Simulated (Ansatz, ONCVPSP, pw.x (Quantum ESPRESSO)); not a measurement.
# What a changed setting does to a pw.x run (bcc Ba)

Potential: optimised norm-conserving Vanderbilt (ONCV), ONCVPSP 4.0.1, PBE; core [Kr] 4d10, reference 5s2 5p6 6s2; waves: 5s+6s: rc 2.60 bohr, ncon 4, nbas 7, qcut 5.7 1/bohr, 2 projectors; 5p: rc 2.50 bohr, ncon 4, nbas 8, qcut 6.4 1/bohr, 2 projectors, debl 3.4 Ha; d scattering state at 0.18 Ha: rc 2.10 bohr, ncon 3, nbas 6, qcut 4.8 1/bohr, 1 projector; local part: polynomial inside 1.90 bohr (lpopt 2, dvloc0 0 Ha); core correction: Teter function, fcfact 2.25, rcfact 1.15. In the d channel the program set the typed energies aside and used 0.050 Ha.

The reference run (k-mesh 9³, cutoffs 50/200 Ry, Fermi–Dirac 0.01 Ry, mixing_beta 0.4, conv_thr 1e-9, no spin) gives 0.03 GPa at 63.608 Å³/atom, where all-electron LAPW gives 0.01 GPa. This run, with its own iteration cap, changes conv_thr to 1e-12.

```
&control
  calculation='scf', prefix='x', pseudo_dir='./', outdir='./tmp', tstress=.true., disk_io='none'
/
&system
  ibrav=0, nat=1, ntyp=1, ecutwfc=50, ecutrho=200, nbnd=12,
  occupations='smearing', smearing='fd', degauss=0.01
/
&electrons
  conv_thr=1e-12, mixing_beta=0.4, electron_maxstep=70
/
ATOMIC_SPECIES
Ba 1.0 Ba.UPF
CELL_PARAMETERS angstrom
  -2.51468688 2.51468688 2.51468688
  2.51468688 -2.51468688 2.51468688
  2.51468688 2.51468688 -2.51468688
ATOMIC_POSITIONS crystal
Ba 0.0000 0.0000 0.0000
K_POINTS automatic
9 9 9 0 0 0
```

```bash
pw.x < Ba.scf.in > Ba.scf.out
```

Question: How does the run end?

Answer: It converges in 9 iterations; the free energy moves by +0.0 meV/atom and the pressure by +0.00 GPa. The result is that of the reference run.

```
Message from routine setup:
     using ibrav=0 with symmetry is DISCOURAGED, use correct ibrav instead
     lattice parameter (alat)  =       8.2308  a.u.
     unit-cell volume          =     429.2481 (a.u.)^3
     number of electrons       =        10.00
     number of Kohn-Sham states=           12
     kinetic-energy cutoff     =      50.0000  Ry
     charge density cutoff     =     200.0000  Ry
     scf convergence threshold =      1.0E-12
     Exchange-correlation= PBE
     number of k points=    35  Fermi-Dirac smearing, width (Ry)=  0.0100
     iteration #  1     ecut=    50.00 Ry     beta= 0.40
     total energy              =     -52.65232799 Ry
     estimated scf accuracy    <       0.00096386 Ry
     iteration #  2     ecut=    50.00 Ry     beta= 0.40
     total energy              =     -52.65247760 Ry
     estimated scf accuracy    <       0.00033481 Ry
     iteration #  3     ecut=    50.00 Ry     beta= 0.40
     total energy              =     -52.65250897 Ry
     estimated scf accuracy    <       0.00001076 Ry
     iteration #  4     ecut=    50.00 Ry     beta= 0.40
     total energy              =     -52.65251082 Ry
     estimated scf accuracy    <       0.00000028 Ry
     iteration #  5     ecut=    50.00 Ry     beta= 0.40
     total energy              =     -52.65251083 Ry
     estimated scf accuracy    <       0.00000014 Ry
     iteration #  6     ecut=    50.00 Ry     beta= 0.40
     total energy              =     -52.65251086 Ry
     estimated scf accuracy    <          3.3E-10 Ry
     iteration #  7     ecut=    50.00 Ry     beta= 0.40
     total energy              =     -52.65251086 Ry
     estimated scf accuracy    <          1.3E-10 Ry
     iteration #  8     ecut=    50.00 Ry     beta= 0.40
     total energy              =     -52.65251086 Ry
     estimated scf accuracy    <          4.5E-12 Ry
     iteration #  9     ecut=    50.00 Ry     beta= 0.40
     the Fermi energy is     5.7855 ev
!    total energy              =     -52.65251086 Ry
     estimated scf accuracy    <          1.6E-13 Ry
     smearing contrib. (-TS)   =      -0.00661485 Ry
     The total energy is F=E-TS. E is the sum of the following terms:
     one-electron contribution =     -14.11351513 Ry
     hartree contribution      =       8.80773243 Ry
     xc contribution           =      -9.04907547 Ry
     ewald contribution        =     -38.29103783 Ry
     convergence has been achieved in   9 iterations
          total   stress  (Ry/bohr**3)                   (kbar)     P=        0.25
     Message from routine punch:
     Nothing written, as per user request (disk_io='none')
```

The run took about 14 s on one core of a shared host (Intel(R) Xeon(R) Platinum 8375C CPU @ 2.90GHz, 64 threads, 248 GiB, load 34).
